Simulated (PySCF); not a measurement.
# C5H11Cl (Pentane, 1-chloro-): the cost of one run

Programs: PySCF 2.14.0, with density-fitted response routines of our own. Each step states its level of theory. These are calculated values for one molecule in the gas phase, unless marked as measured. Atoms are numbered from 0 throughout.

## 1. The starting structure

17 atoms, charge 0, multiplicity 1; geometry from: MMFF94s. The atoms were then displaced at random by about 0.03 Å, so the start is not that level's minimum.

Bonds of the start (Å): C0–C1 1.42, C1–C2 1.50, C2–C3 1.66, C3–C4 1.42, C4–Cl5 1.76, C0–H6 1.15, C0–H7 1.05, C0–H8 1.19, C1–H9 1.06, C1–H10 1.12, C2–H11 1.14, C2–H12 1.12, C3–H13 1.09, C3–H14 1.13, C4–H15 1.09, C4–H16 1.15.

## 2. Geometry optimisation at PBE0-D3(BJ)/def2-SVP

The job: settings as JSON, then the geometry in Å.

```
{"job": {"xc": "PBE0", "basis": "def2-SVP", "d3": "d3bj", "grid": 1, "shake": 0.03, "kind": "geom"}, "charge": 0, "multiplicity": 1}
C     -2.495620     0.146230     0.364880
C     -1.285720    -0.595390     0.278070
C     -0.105550     0.320960     0.152900
C      1.348740    -0.478390     0.100290
C      2.455880     0.406700    -0.025940
Cl     3.946090    -0.521590    -0.079280
H     -2.653660     0.832680    -0.543260
H     -3.372520    -0.430930     0.412350
H     -2.567460     0.898540     1.284160
H     -1.317550    -1.260720    -0.550830
H     -1.216300    -1.218760     1.205910
H      0.006210     1.003160     1.064850
H     -0.215810     0.987660    -0.744360
H      1.162690    -1.149420    -0.734100
H      1.319200    -1.146600     1.006510
H      2.417430     1.085190    -0.874810
H      2.545390     1.120090     0.868980
```

Launch:

```sh
$ OMP_NUM_THREADS=1 python probes_run.py task.json out
```

One launch serves the whole session: the jobs run in the order shown.

Q: Estimate the wall time and peak memory of this first job on 1 thread of AMD EPYC 9B45, shared host.

About 38 s, with a peak of 0.65 GiB.
